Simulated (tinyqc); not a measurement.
UHF in the sto-3g basis, for OH+, spin multiplicity 3, step by step (part 2 of 3). Computed by tinyqc, a small Python program that keeps every step (integrals from PySCF). Command: `OMP_NUM_THREADS=1 python tinyqc.py 20927 20928 out.jsonl` (the two numbers bound the seeds that draw the settings). One thread of a shared host (Intel(R) Xeon(R) Processor @ 2.60GHz), about 0.1 s of CPU time with the checks.

Geometry (angstrom):
```
atom         x         y         z
O     0.000000  0.000000  0.000000
H     0.000000  0.000000  0.833000
```

## Iteration 2: diagonalisation and new density

extrapolated F(alpha) (hartree), order 1O 1s, 1O 2s, 1O 2px, 1O 2py, 1O 2pz, 2H 1s:
$$\begin{pmatrix}
-21.019775 & -5.371631 & -0.018276 & 0.008847 & -0.005250 & -1.658824 \\
-5.371631 & -3.210120 & -0.094410 & 0.056019 & -0.124778 & -1.589321 \\
-0.018276 & -0.094410 & -1.117418 & -0.024384 & 0.025321 & -0.019877 \\
0.008847 & 0.056019 & -0.024384 & -1.138488 & -0.026106 & 0.026990 \\
-0.005250 & -0.124778 & 0.025321 & -0.026106 & -1.230148 & -0.813975 \\
-1.658824 & -1.589321 & -0.019877 & 0.026990 & -0.813975 & -1.206604
\end{pmatrix}$$

extrapolated F(beta) (hartree), order 1O 1s, 1O 2s, 1O 2px, 1O 2py, 1O 2pz, 2H 1s:
$$\begin{pmatrix}
-20.961034 & -5.305477 & -0.005757 & 0.019759 & -0.008331 & -1.635407 \\
-5.305477 & -2.731611 & 0.156338 & -0.094238 & -0.369840 & -1.470666 \\
-0.005757 & 0.156338 & -0.475069 & 0.189173 & -0.240380 & -0.017837 \\
0.019759 & -0.094238 & 0.189173 & -0.322023 & 0.160258 & 0.015371 \\
-0.008331 & -0.369840 & -0.240380 & 0.160258 & -0.823101 & -0.801715 \\
-1.635407 & -1.470666 & -0.017837 & 0.015371 & -0.801715 & -1.155319
\end{pmatrix}$$

X, order 1O 1s, 1O 2s, 1O 2px, 1O 2py, 1O 2pz, 2H 1s:
$$\begin{pmatrix}
0.228578 & 0.791370 & 0.000000 & 0.000000 & -0.595353 & 0.185982 \\
-1.088086 & -0.469149 & 0.000000 & 0.000000 & -0.359801 & 0.436666 \\
0.000000 & 0.000000 & -0.583895 & 0.811829 & 0.000000 & 0.000000 \\
0.000000 & 0.000000 & 0.811829 & 0.583895 & 0.000000 & 0.000000 \\
-0.782219 & 0.549199 & 0.000000 & 0.000000 & 0.614224 & 0.292188 \\
1.297613 & -0.201732 & 0.000000 & 0.000000 & 0.173432 & 0.509531
\end{pmatrix}$$

Diagonalise F' = X^T F X, C = X C', fill 5 alpha and 3 beta electrons from the bottom; D(s) = C_occ C_occ^T. Each column has its largest component positive (the first on a tie).

F' = X^T F X (alpha) (hartree):
$$\begin{pmatrix}
-0.065370 & -1.080612 & -0.033748 & 0.040950 & 0.649719 & 0.151477 \\
-1.080612 & -9.833106 & -0.059590 & 0.015953 & 8.688041 & -4.178101 \\
-0.033748 & -0.059590 & -1.108187 & -0.017745 & -0.063112 & 0.053816 \\
0.040950 & 0.015953 & -0.017745 & -1.147719 & 0.024764 & -0.019623 \\
0.649719 & 8.688041 & -0.063112 & 0.024764 & -10.241135 & 4.564964 \\
0.151477 & -4.178101 & 0.053816 & -0.019623 & 4.564964 & -3.926334
\end{pmatrix}$$

orbital energies (alpha) (hartree): MO1 -21.029249, MO2 -1.986936, MO3 -1.282151, MO4 -1.154983, MO5 -1.072394, MO6 0.203861

coefficients C (alpha), order 1O 1s, 1O 2s, 1O 2px, 1O 2py, 1O 2pz, 2H 1s:
$$\begin{pmatrix}
0.994020 & -0.252429 & 0.058854 & -0.001442 & 0.044880 & 0.101351 \\
0.026765 & 0.952157 & -0.312185 & 0.014655 & -0.196027 & -0.825073 \\
0.001025 & 0.094321 & -0.238251 & 0.555980 & 0.790430 & 0.021109 \\
-0.000500 & -0.055891 & 0.173744 & 0.830854 & -0.525625 & 0.009383 \\
0.003911 & 0.144913 & 0.807411 & 0.004527 & 0.244311 & -0.802182 \\
-0.008329 & 0.088854 & 0.269567 & -0.031040 & 0.055397 & 1.389076
\end{pmatrix}$$

F' = X^T F X (beta) (hartree):
$$\begin{pmatrix}
0.044614 & -1.032585 & 0.005154 & -0.004350 & 0.688546 & 0.032160 \\
-1.032585 & -9.479388 & 0.237990 & -0.082971 & 8.999479 & -4.244096 \\
0.005154 & 0.237990 & -0.553546 & 0.132729 & 0.218912 & 0.021030 \\
-0.004350 & -0.082971 & 0.132729 & -0.243546 & -0.093298 & 0.000187 \\
0.688546 & 8.999479 & 0.218912 & -0.093298 & -9.881380 & 4.484802 \\
0.032160 & -4.244096 & 0.021030 & 0.000187 & 4.484802 & -3.776231
\end{pmatrix}$$

orbital energies (beta) (hartree): MO1 -20.968059, MO2 -1.687641, MO3 -0.997684, MO4 -0.319632, MO5 -0.194372, MO6 0.277911

coefficients C (beta), order 1O 1s, 1O 2s, 1O 2px, 1O 2py, 1O 2pz, 2H 1s:
$$\begin{pmatrix}
0.994936 & -0.218839 & 0.098077 & -0.108777 & -0.002945 & 0.091109 \\
0.022888 & 0.794863 & -0.456750 & 0.534269 & 0.016035 & -0.772990 \\
0.000152 & -0.035938 & 0.540750 & 0.610613 & 0.572236 & 0.077437 \\
-0.000874 & 0.020558 & -0.359779 & -0.441590 & 0.819856 & -0.054505 \\
0.003860 & 0.341608 & 0.576857 & -0.366596 & -0.012043 & -0.890011 \\
-0.007364 & 0.208740 & 0.219045 & -0.346095 & -0.006269 & 1.342672
\end{pmatrix}$$

D(alpha) after iteration 2, order 1O 1s, 1O 2s, 1O 2px, 1O 2py, 1O 2pz, 2H 1s:
$$\begin{pmatrix}
1.057277 & -0.240940 & -0.002139 & -0.000951 & 0.025785 & -0.012313 \\
-0.240940 & 1.043420 & 0.017417 & 0.007742 & -0.161802 & -0.011089 \\
-0.002139 & 0.017417 & 0.999554 & -0.000198 & 0.016934 & -0.029322 \\
-0.000951 & 0.007742 & -0.000198 & 0.999912 & 0.007527 & -0.013034 \\
0.025785 & -0.161802 & 0.016934 & 0.007527 & 0.732635 & 0.243888 \\
-0.012313 & -0.011089 & -0.029322 & -0.013034 & 0.243888 & 0.084663
\end{pmatrix}$$

D(beta) after iteration 2, order 1O 1s, 1O 2s, 1O 2px, 1O 2py, 1O 2pz, 2H 1s:
$$\begin{pmatrix}
1.047407 & -0.195972 & 0.061051 & -0.040654 & -0.014341 & -0.031524 \\
-0.195972 & 0.840951 & -0.275549 & 0.180650 & 0.008141 & 0.065703 \\
0.061051 & -0.275549 & 0.293702 & -0.195290 & 0.299659 & 0.110946 \\
-0.040654 & 0.180650 & -0.195290 & 0.129865 & -0.200522 & -0.074510 \\
-0.014341 & 0.008141 & 0.299659 & -0.200522 & 0.449474 & 0.197636 \\
-0.031524 & 0.065703 & 0.110946 & -0.074510 & 0.197636 & 0.091607
\end{pmatrix}$$

## Iteration 3: building the Fock matrix

core Hamiltonian H = T + V (hartree), order 1O 1s, 1O 2s, 1O 2px, 1O 2py, 1O 2pz, 2H 1s:
$$\begin{pmatrix}
-32.250522 & -7.501461 & 0.000000 & 0.000000 & -0.020498 & -2.305880 \\
-7.501461 & -8.861162 & 0.000000 & 0.000000 & -0.226409 & -4.315463 \\
0.000000 & 0.000000 & -7.012474 & 0.000000 & 0.000000 & 0.000000 \\
0.000000 & 0.000000 & 0.000000 & -7.012474 & 0.000000 & 0.000000 \\
-0.020498 & -0.226409 & 0.000000 & 0.000000 & -7.179034 & -2.823170 \\
-2.305880 & -4.315463 & 0.000000 & 0.000000 & -2.823170 & -5.248145
\end{pmatrix}$$

Two-electron integrals (ij|kl) in chemists' order, unique and non-zero (hartree):
```
(11|11) 4.785065   (21|11) 0.741380   (21|21) 0.136873   (22|11) 1.118947
(22|21) 0.256633   (22|22) 0.817206   (31|31) 0.024477   (32|31) 0.037809
(32|32) 0.180518   (33|11) 1.115814   (33|21) 0.256684   (33|22) 0.817023
(33|33) 0.880159   (41|41) 0.024477   (42|41) 0.037809   (42|42) 0.180518
(43|43) 0.047444   (44|11) 1.115814   (44|21) 0.256684   (44|22) 0.817023
(44|33) 0.785270   (44|44) 0.880159   (51|51) 0.024477   (52|51) 0.037809
(52|52) 0.180518   (53|53) 0.047444   (54|54) 0.047444   (55|11) 1.115814
(55|21) 0.256684   (55|22) 0.817023   (55|33) 0.785270   (55|44) 0.785270
(55|55) 0.880159   (61|11) 0.230694   (61|21) 0.042160   (61|22) 0.078308
(61|33) 0.078167   (61|44) 0.078167   (61|51) 0.001883   (61|52) 0.003502
(61|55) 0.078598   (61|61) 0.013147   (62|11) 0.496843   (62|21) 0.115096
(62|22) 0.398355   (62|33) 0.392193   (62|44) 0.392193   (62|51) 0.008437
(62|52) 0.061171   (62|55) 0.410324   (62|61) 0.035969   (62|62) 0.229492
(63|31) 0.012801   (63|32) 0.071692   (63|53) 0.013085   (63|63) 0.034989
(64|41) 0.012801   (64|42) 0.071692   (64|54) 0.013085   (64|64) 0.034989
(65|11) 0.328942   (65|21) 0.077287   (65|22) 0.285898   (65|33) 0.272594
(65|44) 0.272594   (65|51) 0.017886   (65|52) 0.114212   (65|55) 0.312203
(65|61) 0.025354   (65|62) 0.200162   (65|65) 0.208016   (66|11) 0.596330
(66|21) 0.140335   (66|22) 0.549785   (66|33) 0.527635   (66|44) 0.527635
(66|51) 0.014804   (66|52) 0.141082   (66|55) 0.593474   (66|61) 0.044365
(66|62) 0.377753   (66|65) 0.377364   (66|66) 0.774606
```

nuclear repulsion = 5.08213408 hartree

J_ij = sum D_kl (ij|kl) with D = D(alpha) + D(beta), K_ij = sum D_kl (ik|jl) for each spin; F = H + J - K(s); E = tr D H + tr D J / 2 - 0.5 sum_s tr D(s) K(s) + E_nn.

Coulomb J (hartree), order 1O 1s, 1O 2s, 1O 2px, 1O 2py, 1O 2pz, 2H 1s:
$$\begin{pmatrix}
15.984023 & 2.951603 & -0.014546 & 0.009968 & 0.008101 & 0.910526 \\
2.951603 & 7.002200 & -0.077037 & 0.052318 & 0.077486 & 3.377764 \\
-0.014546 & -0.077037 & 6.987145 & -0.018550 & 0.032177 & -0.021507 \\
0.009968 & 0.052318 & -0.018550 & 6.971633 & -0.020604 & 0.014770 \\
0.008101 & 0.077486 & 0.032177 & -0.020604 & 7.025123 & 2.428242 \\
0.910526 & 3.377764 & -0.021507 & 0.014770 & 2.428242 & 4.612610
\end{pmatrix}$$

exchange K(alpha) (hartree), order 1O 1s, 1O 2s, 1O 2px, 1O 2py, 1O 2pz, 2H 1s:
$$\begin{pmatrix}
4.906989 & 0.849516 & 0.000022 & 0.000010 & 0.002461 & 0.271585 \\
0.849516 & 1.404530 & 0.003142 & 0.001396 & -0.013840 & 0.690971 \\
0.000022 & 0.003142 & 1.165423 & -0.000165 & 0.005724 & -0.003775 \\
0.000010 & 0.001396 & -0.000165 & 1.165721 & 0.002544 & -0.001678 \\
0.002461 & -0.013840 & 0.005724 & 0.002544 & 1.102639 & 0.458596 \\
0.271585 & 0.690971 & -0.003775 & -0.001678 & 0.458596 & 0.635097
\end{pmatrix}$$

exchange K(beta) (hartree), order 1O 1s, 1O 2s, 1O 2px, 1O 2py, 1O 2pz, 2H 1s:
$$\begin{pmatrix}
4.850748 & 0.780616 & -0.001439 & 0.000065 & 0.002315 & 0.246578 \\
0.780616 & 0.977899 & -0.205427 & 0.133669 & 0.146002 & 0.572313 \\
-0.001439 & -0.205427 & 0.465608 & -0.162620 & 0.281225 & 0.025757 \\
0.000065 & 0.133669 & -0.162620 & 0.329178 & -0.188263 & -0.019103 \\
0.002315 & 0.146002 & 0.281225 & -0.188263 & 0.734672 & 0.413958 \\
0.246578 & 0.572313 & 0.025757 & -0.019103 & 0.413958 & 0.570476
\end{pmatrix}$$

F(alpha) (hartree), order 1O 1s, 1O 2s, 1O 2px, 1O 2py, 1O 2pz, 2H 1s:
$$\begin{pmatrix}
-21.173488 & -5.399374 & -0.014568 & 0.009958 & -0.014858 & -1.666940 \\
-5.399374 & -3.263492 & -0.080179 & 0.050922 & -0.135082 & -1.628670 \\
-0.014568 & -0.080179 & -1.190751 & -0.018385 & 0.026453 & -0.017731 \\
0.009958 & 0.050922 & -0.018385 & -1.206562 & -0.023148 & 0.016448 \\
-0.014858 & -0.135082 & 0.026453 & -0.023148 & -1.256551 & -0.853524 \\
-1.666940 & -1.628670 & -0.017731 & 0.016448 & -0.853524 & -1.270632
\end{pmatrix}$$

F(beta) (hartree), order 1O 1s, 1O 2s, 1O 2px, 1O 2py, 1O 2pz, 2H 1s:
$$\begin{pmatrix}
-21.117247 & -5.330474 & -0.013106 & 0.009903 & -0.014711 & -1.641933 \\
-5.330474 & -2.836861 & 0.128390 & -0.081351 & -0.294925 & -1.510012 \\
-0.013106 & 0.128390 & -0.490936 & 0.144071 & -0.249048 & -0.047264 \\
0.009903 & -0.081351 & 0.144071 & -0.370019 & 0.167659 & 0.033874 \\
-0.014711 & -0.294925 & -0.249048 & 0.167659 & -0.888584 & -0.808886 \\
-1.641933 & -1.510012 & -0.047264 & 0.033874 & -0.808886 & -1.206011
\end{pmatrix}$$

total energy of this density = -73.89493533 hartree

## Iteration 3: DIIS over 3 matrices

error matrix X^T (FDS - SDF) X (alpha):
$$\begin{pmatrix}
0.000000 & -0.005065 & -0.004231 & -0.015477 & -0.020071 & -0.019489 \\
0.005065 & 0.000000 & 0.000926 & 0.003600 & 0.004420 & 0.005616 \\
0.004231 & -0.000926 & 0.000000 & 0.000178 & 0.000023 & 0.001129 \\
0.015477 & -0.003600 & -0.000178 & 0.000000 & -0.000758 & 0.003310 \\
0.020071 & -0.004420 & -0.000023 & 0.000758 & 0.000000 & 0.005248 \\
0.019489 & -0.005616 & -0.001129 & -0.003310 & -0.005248 & 0.000000
\end{pmatrix}$$

B (overlaps of the stored error matrices):
$$\begin{pmatrix}
2.8004280e+02 & 3.6903837e+00 & 1.7892735e-01 \\
3.6903837e+00 & 3.8990968e-01 & 6.4620730e-02 \\
1.7892735e-01 & 6.4620730e-02 & 2.6039676e-02
\end{pmatrix}$$

Minimise |sum c_i e_i|^2 with sum c_i = 1: solve [B -1; -1 0][c; lambda] = [0; -1] with B_ij = tr e_i^T e_j summed over both spins, and take F = sum c_i F_i.

DIIS coefficients: [0.001323, -0.150593, 1.149270]

extrapolated F(alpha) (hartree), order 1O 1s, 1O 2s, 1O 2px, 1O 2py, 1O 2pz, 2H 1s:
$$\begin{pmatrix}
-21.196033 & -5.403605 & -0.014066 & 0.010023 & -0.016281 & -1.668207 \\
-5.403605 & -3.271537 & -0.078119 & 0.050069 & -0.136640 & -1.634620 \\
-0.014066 & -0.078119 & -1.201593 & -0.017534 & 0.026642 & -0.017435 \\
0.010023 & 0.050069 & -0.017534 & -1.216663 & -0.022695 & 0.014830 \\
-0.016281 & -0.136640 & 0.026642 & -0.022695 & -1.260352 & -0.859439 \\
-1.668207 & -1.634620 & -0.017435 & 0.014830 & -0.859439 & -1.280158
\end{pmatrix}$$

extrapolated F(beta) (hartree), order 1O 1s, 1O 2s, 1O 2px, 1O 2py, 1O 2pz, 2H 1s:
$$\begin{pmatrix}
-21.140244 & -5.334250 & -0.014246 & 0.008294 & -0.015670 & -1.642956 \\
-5.334250 & -2.852607 & 0.124262 & -0.079425 & -0.283811 & -1.515960 \\
-0.014246 & 0.124262 & -0.492960 & 0.137385 & -0.250466 & -0.051662 \\
0.008294 & -0.079425 & 0.137385 & -0.376993 & 0.168750 & 0.036633 \\
-0.015670 & -0.283811 & -0.250466 & 0.168750 & -0.898162 & -0.809971 \\
-1.642956 & -1.515960 & -0.051662 & 0.036633 & -0.809971 & -1.213710
\end{pmatrix}$$

## Iteration 3: diagonalisation and new density

As before.

F' = X^T F X (alpha) (hartree):
$$\begin{pmatrix}
-0.075324 & -1.103619 & -0.034709 & 0.022240 & 0.633945 & 0.140379 \\
-1.103619 & -9.944350 & -0.050675 & 0.017342 & 8.756569 & -4.200557 \\
-0.034709 & -0.050675 & -1.194902 & -0.012722 & -0.057789 & 0.042101 \\
0.022240 & 0.017342 & -0.012722 & -1.223354 & 0.019806 & -0.016314 \\
0.633945 & 8.756569 & -0.057789 & 0.019806 & -10.327650 & 4.582271 \\
0.140379 & -4.200557 & 0.042101 & -0.016314 & 4.582271 & -4.010709
\end{pmatrix}$$

orbital energies (alpha) (hartree): MO1 -21.205074, MO2 -2.048524, MO3 -1.327091, MO4 -1.228224, MO5 -1.160433, MO6 0.193057

coefficients C (alpha), order 1O 1s, 1O 2s, 1O 2px, 1O 2py, 1O 2pz, 2H 1s:
$$\begin{pmatrix}
0.994182 & -0.250669 & 0.061382 & -0.000850 & 0.047148 & 0.101605 \\
0.026181 & 0.943521 & -0.330329 & 0.007580 & -0.215280 & -0.823242 \\
0.000787 & 0.079180 & -0.291569 & 0.564609 & 0.767976 & 0.012138 \\
-0.000552 & -0.049796 & 0.217205 & 0.825182 & -0.519053 & -0.000911 \\
0.004521 & 0.150953 & 0.769723 & -0.008354 & 0.295774 & -0.820548 \\
-0.008483 & 0.101755 & 0.289589 & -0.013503 & 0.087535 & 1.382774
\end{pmatrix}$$

F' = X^T F X (beta) (hartree):
$$\begin{pmatrix}
0.051319 & -1.064551 & 0.008723 & -0.005528 & 0.664248 & 0.004279 \\
-1.064551 & -9.676950 & 0.219672 & -0.084302 & 8.996102 & -4.242536 \\
0.008723 & 0.219672 & -0.546777 & 0.098678 & 0.224708 & 0.056244 \\
-0.005528 & -0.084302 & 0.098678 & -0.323175 & -0.083545 & -0.018544 \\
0.664248 & 8.996102 & 0.224708 & -0.083545 & -10.030169 & 4.532815 \\
0.004279 & -4.242536 & 0.056244 & -0.018544 & 4.532815 & -3.834631
\end{pmatrix}$$

orbital energies (beta) (hartree): MO1 -21.146758, MO2 -1.744033, MO3 -1.092098, MO4 -0.365672, MO5 -0.285852, MO6 0.274030

coefficients C (beta), order 1O 1s, 1O 2s, 1O 2px, 1O 2py, 1O 2pz, 2H 1s:
$$\begin{pmatrix}
0.995139 & -0.224711 & 0.100482 & -0.082738 & -0.000052 & 0.099047 \\
0.022084 & 0.817904 & -0.483798 & 0.416258 & -0.001410 & -0.804599 \\
0.000587 & -0.020710 & 0.459410 & 0.693151 & 0.551735 & 0.060358 \\
-0.000337 & 0.011030 & -0.305631 & -0.457213 & 0.834010 & -0.043024 \\
0.004113 & 0.276385 & 0.629893 & -0.331348 & -0.000415 & -0.890600 \\
-0.007350 & 0.217097 & 0.269939 & -0.293224 & 0.004666 & 1.344672
\end{pmatrix}$$

D(alpha) after iteration 3, order 1O 1s, 1O 2s, 1O 2px, 1O 2py, 1O 2pz, 2H 1s:
$$\begin{pmatrix}
1.057225 & -0.240916 & -0.001233 & 0.000093 & 0.027855 & -0.012026 \\
-0.240916 & 1.046438 & 0.009992 & -0.000750 & -0.175453 & -0.018820 \\
-0.001233 & 0.009992 & 0.999853 & 0.000011 & 0.009960 & -0.016784 \\
0.000093 & -0.000750 & 0.000011 & 0.999999 & -0.000748 & 0.001260 \\
0.027855 & -0.175453 & 0.009960 & -0.000748 & 0.702832 & 0.264229 \\
-0.012026 & -0.018820 & -0.016784 & 0.001260 & 0.264229 & 0.102133
\end{pmatrix}$$

D(beta) after iteration 3, order 1O 1s, 1O 2s, 1O 2px, 1O 2py, 1O 2pz, 2H 1s:
$$\begin{pmatrix}
1.050893 & -0.210428 & 0.051401 & -0.033525 & 0.005279 & -0.028975 \\
-0.210428 & 0.903514 & -0.239188 & 0.156877 & -0.078594 & 0.046806 \\
0.051401 & -0.239188 & 0.211487 & -0.140638 & 0.283658 & 0.119512 \\
-0.033525 & 0.156877 & -0.140638 & 0.093532 & -0.189467 & -0.080104 \\
0.005279 & -0.078594 & 0.283658 & -0.189467 & 0.473171 & 0.230004 \\
-0.028975 & 0.046806 & 0.119512 & -0.080104 & 0.230004 & 0.120052
\end{pmatrix}$$
